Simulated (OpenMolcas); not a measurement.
# One shape, several levels: CH4N (SMILES [CH2]N)

Wanted: a comparison of 5 runs (ROMP2/def2-SVP, ROMP2/def2-SVPD, ROMP2/def2-TZVP, ROMP2/def2-TZVPD, ROMP2/def2-TZVPPD) of CH4N. 

The calculation is run with OpenMolcas 26.06.

## (1) The molecule

CH4N: 6 atoms, total charge 0, spin state doublet. SMILES: `[CH2]N`. Geometry: relaxed at PBE0-D4/def2-TZVP. This is one conformer, not always the lowest.

Bond lengths: C1–N2 1.386 Å, C1–H3 1.082 Å, C1–H4 1.082 Å, N2–H5 1.008 Å, N2–H6 1.008 Å. Angles: C1–N2–H5 115.5°, C1–N2–H6 115.5°, N2–C1–H3 116.9°, N2–C1–H4 116.8°, H5–N2–H6 111.4°, H3–C1–H4 118.6°.

## (2) A single-point energy at ROMP2/def2-SVP (run 1)

struct.xyz reads:

```xyz
6

C     -0.319900    -0.571400    -0.195400
N      0.368400     0.544400     0.254100
H     -1.285500    -0.763000     0.252600
H      0.275200    -1.412900    -0.523600
H      1.200400     0.778600    -0.264400
H     -0.196500     1.360300     0.430400
```

job.input reads:

```
* CH4N ROMP2
>>> EXPORT MOLCAS_PRINT=2
&GATEWAY
BASLIB=$CurrDir
COORD=struct.xyz
BASIS=def2-SVP
GROUP=NoSym
&SEWARD
&SCF
UHF
SPIN=2
PRORBITALS=1 1
&RASSCF
FILEORB=$Project.UnaOrb
SPIN=2
NACTEL=1 0 0
INACTIVE=8
RAS2=1
OUTORBITALS=Canonical
ORBLISTING=Nothing
&CASPT2
IPEA=0.0
FROZEN=2
```

The basis set def2-SVP is read from a file made from the Basis Set Exchange's data (not shown).

Started as:

```
$ export MOLCAS_MEM=1860
$ pymolcas job.input > job.log
```

Standard output:

```text
--- Start Module: gateway ---
[...]
--- Stop Module: gateway /rc=_RC_ALL_IS_WELL_ ---
[...]
      Basis functions           48
[...]
       Convergence after  12 Iterations
[...]
::    Total SCF energy                                -94.5231345616
[...]
      Total spin, S                                     0.5051846864
[...]
--- Start Module: rasscf ---
[...]
      Number of active orbitals                  1
[...]
      Spin quantum number                      0.5
[...]
      Active orbitals                            1
[...]
      Number of CSFs                             1
[...]
      Number of root(s) required                 1
[...]
      Convergence after  7 iterations
[...]
      printout of CI-coefficients larger than  0.05 for root  1
      energy=     -94.518905
      conf/sym  1     Coeff  Weight
             1  u   1.00000 1.00000
      Natural orbitals and occupation numbers for root  1
      sym 1:   1.000000
      ************************************************************************************************************************
      *                                                    Final results                                                     *
[...]
::    RASSCF root number  1 Total energy:    -94.51890521
[...]
      Total electronic charge=   17.000000
      Total            charge=   -0.000000
[...]
      Dipole Moment (debye):
      Origin of the operator (angstrom)=    0.0437    0.0243    0.0369
                   X=  1.3566E-01               Y=  8.5399E-01               Z= -4.4212E-01           Total=  9.7117E-01
      Quadrupole Moment (debye*angstrom):
[...]
--- Stop Module: rasscf /rc=_RC_ALL_IS_WELL_ ---
--- Start Module: caspt2 ---
[...]
 ###    WARNING: User changed nr of frozen orbitals.                         ###
 ###############################################################################
[...]
      E2 (Variational):          -0.3052886333
      Total energy:             -94.8241938401
[...]
      Reference weight:           0.91144
[...]
::    CASPT2 Root  1     Total energy:    -94.82419384
[...]
--- Stop Module: caspt2 /rc=_RC_ALL_IS_WELL_ ---
[...]
```

Run time: 3.3 s. Hardware: 1 thread of Arm Neoverse V1, shared host; peak memory 0.38 GiB.

## (3) A single-point energy at ROMP2/def2-SVPD (run 2)

struct.xyz is that of step 2.

job.inp reads:

```
* CH4N ROMP2
&GATEWAY
BasLib=$CurrDir
Coord=struct.xyz
Basis=def2-SVPD
Group=NoSym
&SEWARD
&SCF
UHF
Spin=2
PrOrbitals=1 1
&RASSCF
FileOrb=$Project.UnaOrb
Spin=2
Nactel=1 0 0
Inactive=8
Ras2=1
OutOrbitals=Canonical
OrbListing=Nothing
&CASPT2
IPEA=0.0
Frozen=2
```

The basis set def2-SVPD is read from a file made from the Basis Set Exchange's data (not shown).

Started as:

```
$ export MOLCAS_MEM=1860
$ pymolcas job.inp > job.log
```

Standard output:

```text
--- Start Module: gateway ---
[...]
--- Stop Module: gateway /rc=_RC_ALL_IS_WELL_ ---
[...]
      Basis functions           72
[...]
       Convergence after  13 Iterations
[...]
::    Total SCF energy                                -94.5311785069
[...]
      Total spin, S                                     0.5061476061
[...]
--- Start Module: rasscf ---
[...]
      Number of active orbitals                  1
[...]
      Spin quantum number                      0.5
[...]
      Active orbitals                            1
[...]
      Number of CSFs                             1
[...]
      Number of root(s) required                 1
[...]
      Convergence after  9 iterations
[...]
      printout of CI-coefficients larger than  0.05 for root  1
      energy=     -94.526719
      conf/sym  1     Coeff  Weight
             1  u   1.00000 1.00000
      Natural orbitals and occupation numbers for root  1
      sym 1:   1.000000
      ************************************************************************************************************************
      *                                                    Final results                                                     *
[...]
::    RASSCF root number  1 Total energy:    -94.52671855
[...]
      Total electronic charge=   17.000000
      Total            charge=   -0.000000
[...]
      Dipole Moment (debye):
      Origin of the operator (angstrom)=    0.0437    0.0243    0.0369
                   X=  1.4451E-01               Y=  8.0162E-01               Z= -3.8048E-01           Total=  8.9903E-01
      Quadrupole Moment (debye*angstrom):
[...]
--- Stop Module: rasscf /rc=_RC_ALL_IS_WELL_ ---
[...]
--- Start Module: caspt2 ---
[...]
 ###    WARNING: User changed nr of frozen orbitals.                         ###
 ###############################################################################
[...]
      E2 (Variational):          -0.3228345495
      Total energy:             -94.8495531023
[...]
      Reference weight:           0.90303
[...]
::    CASPT2 Root  1     Total energy:    -94.84955310
[...]
--- Stop Module: caspt2 /rc=_RC_ALL_IS_WELL_ ---
[...]
```

Wall time 6.9 s (1 thread of Arm Neoverse V1, shared host); peak memory 0.42 GiB.

Runs 3 to 4 aren't shown in full; the table further down has their settings and results.

## (4) The energy at ROMP2/def2-TZVPPD (run 5)

struct.xyz is that of step 3.

job.input reads:

```
&GATEWAY
  BasLib=$CurrDir
  Coord=struct.xyz
  Basis=def2-TZVPPD
  Group=NoSym

&SEWARD

&SCF
  UHF
  Spin=2
  PrOrbitals=1 1

&RASSCF
  FileOrb=$Project.UnaOrb
  Spin=2
  Nactel=1 0 0
  Inactive=8
  Ras2=1
  OutOrbitals=Canonical
  OrbListing=Nothing

&CASPT2
  IPEA=0.0
  Frozen=2
```

The basis set def2-TZVPPD is read from a file made from the Basis Set Exchange's data (not shown).

Started as:

```
$ export MOLCAS_MEM=1860
$ pymolcas job.input > job.log
```

Standard output:

```text
--- Start Module: gateway ---
[...]
--- Stop Module: gateway /rc=_RC_ALL_IS_WELL_ ---
[...]
      Basis functions          142
[...]
       Convergence after  14 Iterations
[...]
::    Total SCF energy                                -94.6355496393
[...]
      Total spin, S                                     0.5065245557
[...]
--- Start Module: rasscf ---
[...]
      Number of active orbitals                  1
[...]
      Spin quantum number                      0.5
[...]
      Active orbitals                            1
[...]
      Number of CSFs                             1
[...]
      Number of root(s) required                 1
[...]
      Convergence after  9 iterations
[...]
      printout of CI-coefficients larger than  0.05 for root  1
      energy=     -94.630765
      conf/sym  1     Coeff  Weight
             1  u   1.00000 1.00000
      Natural orbitals and occupation numbers for root  1
      sym 1:   1.000000
      ************************************************************************************************************************
      *                                                    Final results                                                     *
[...]
::    RASSCF root number  1 Total energy:    -94.63076529
[...]
      Total electronic charge=   17.000000
      Total            charge=   -0.000000
[...]
      Dipole Moment (debye):
      Origin of the operator (angstrom)=    0.0437    0.0243    0.0369
                   X=  1.5021E-01               Y=  8.0003E-01               Z= -3.6768E-01           Total=  8.9320E-01
      Quadrupole Moment (debye*angstrom):
[...]
--- Stop Module: rasscf /rc=_RC_ALL_IS_WELL_ ---
[...]
--- Start Module: caspt2 ---
[...]
 ###    WARNING: User changed nr of frozen orbitals.                         ###
 ###############################################################################
[...]
      E2 (Variational):          -0.3827934777
      Total energy:             -95.0135587629
[...]
      Reference weight:           0.89496
[...]
::    CASPT2 Root  1     Total energy:    -95.01355876
[...]
--- Stop Module: caspt2 /rc=_RC_ALL_IS_WELL_ ---
[...]
```

Wall time 61 s (1 thread of Arm Neoverse V1, shared host); peak memory 1.1 GiB.

## (5) All runs side by side

| run | level | energy (Eh) | wall time |
| --- | --- | --- | --- |
| 1 | ROMP2/def2-SVP | -94.824194 | 3.3 s |
| 2 | ROMP2/def2-SVPD | -94.849553 | 6.9 s |
| 3 | ROMP2/def2-TZVP | -94.996526 | 11 s |
| 4 | ROMP2/def2-TZVPD | -95.000761 | 24 s |
| 5 | ROMP2/def2-TZVPPD | -95.013559 | 61 s |

## (6) Outcome

| quantity | value |
| --- | --- |
| run 5: total energy | -95.01356 Eh |

Over the runs the total energy spans 5.153 eV. All runs together took 1.8 min, the longest 61 s.
